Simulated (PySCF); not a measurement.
**ethylene sulfite: 4 charge schemes on one density**

Ethylene sulfite, C2H4O3S.
Atom-mapped SMILES: `[O:1]=[S:2]1[O:3][CH2:4][CH2:5][O:6]1` (hydrogens: H7, H8 on C4; H9, H10 on C5)

Cartesian coordinates in Å at the PBE0-D3(BJ)/def2-SVP level; atoms count from 1:
```
atom  x, y, z in Å
O1     2.4720    0.4616   -0.1292
S2     1.5650   -0.3684   -0.9133
O3     0.6739   -1.2789    0.1661
C4    -0.5722   -0.6854    0.5024
C5    -0.5529    0.7047   -0.1214
O6     0.2199    0.5374   -1.3012
H7    -1.3802   -1.3055    0.0810
H8    -0.6750   -0.6493    1.5968
H9    -0.0773    1.4473    0.5408
H10   -1.5484    1.0597   -0.4176
```

Density: PBE0/pcSseg-1 (PySCF); schemes: Mulliken, IAO, Hirshfeld and ESP-fitted. One conformer (not necessarily the lowest) at the PBE0-D3(BJ)/def2-SVP geometry, without solvent, vibrations or thermal averaging.

**Question.** What partial charge does each atom carry?

**Answer.** In e; atoms taken as equivalent share a row and are averaged (×n: the atom named and its like, n in all):

```tsv
atom	environment	Mulliken	IAO	Hirshfeld	ESP-fitted
O1	sulfinyl oxygen	-0.526	-0.802	-0.312	-0.351
S2	sulfinyl sulfur	+1.057	+1.472	+0.457	+0.501
O3/O6	oxygen bonded to C and S	-0.568	-0.563	-0.177	-0.297
C4/C5	sp3 carbon bound to oxygen	+0.018	-0.085	-0.004	+0.048
H7/H10	methylene hydrogen	+0.142	+0.159	+0.056	+0.083
H8/H9	methylene hydrogen	+0.143	+0.155	+0.052	+0.090
```

Mean size of the charges over all atoms: IAO 0.420 e, Mulliken 0.339 e, ESP-fitted 0.191 e, Hirshfeld 0.135 e. Each set sums to the total charge, 0, to within 0.001 e. The Hirshfeld scheme divides the density at each point in proportion to the densities of the neutral, spherically averaged free atoms. The ESP scheme fits charges at the nuclei, held to the total charge, to the electrostatic potential on points at 1.4 to 2.0 times the van der Waals radii.

Some averages cover members that differ in this geometry: C4/C5, ESP-fitted -0.011 to +0.107; C4/C5, Mulliken -0.035 to +0.071; O3/O6, Mulliken -0.583 to -0.553; H8/H9, ESP-fitted +0.078 to +0.103 e.

Lowest charge. The schemes don't all agree: Mulliken O3/O6 (-0.568); IAO O1 (-0.802); Hirshfeld O1 (-0.312); ESP-fitted O1 (-0.351).

Highest charge. All schemes agree: Mulliken S2 (+1.057); IAO S2 (+1.472); Hirshfeld S2 (+0.457); ESP-fitted S2 (+0.501).

**Question.** How closely do the schemes follow one another over all atoms?

**Answer.** Correlation coefficient and root-mean-square difference: IAO with Hirshfeld 0.99, 0.403 e; Mulliken with IAO 0.98, 0.166 e; Mulliken with Hirshfeld 0.98, 0.274 e; Mulliken with ESP-fitted 0.98, 0.230 e; Hirshfeld with ESP-fitted 0.97, 0.071 e; IAO with ESP-fitted 0.96, 0.368 e.

**Question.** Sum the charges by element, for elements with more than one atom.

**Answer.** 
```tsv
element	atoms	Mulliken	IAO	Hirshfeld	ESP-fitted
O	3	-1.662	-1.929	-0.666	-0.944
C	2	+0.036	-0.170	-0.007	+0.096
H	4	+0.569	+0.627	+0.217	+0.347
```
